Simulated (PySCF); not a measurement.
**AlN at ROHF-MP2**

Computed with ROHF-MP2; PySCF, no relativity, basis sets Al def2-TZVPPD, N def2-TZVPPD.

For AlN, the state is ³Π (triplet), unpaired electrons σ ↑, π ↑. The bond length is 1.823 Å and the harmonic wavenumber is 717 cm⁻¹. The force constant is 2.79 mdyn/Å and the rotational constant Be is 0.5505 cm⁻¹. The anharmonicity ωexe is 4.46 cm⁻¹. The vibration–rotation constant αe is 0.00520 cm⁻¹. The well depth De to Al + N is 2.06 eV and the dissociation energy D0 is 2.02 eV.

Correlated steps freeze 6 core orbitals. The state was picked by a PBE0 search and need not be the measured ground state.
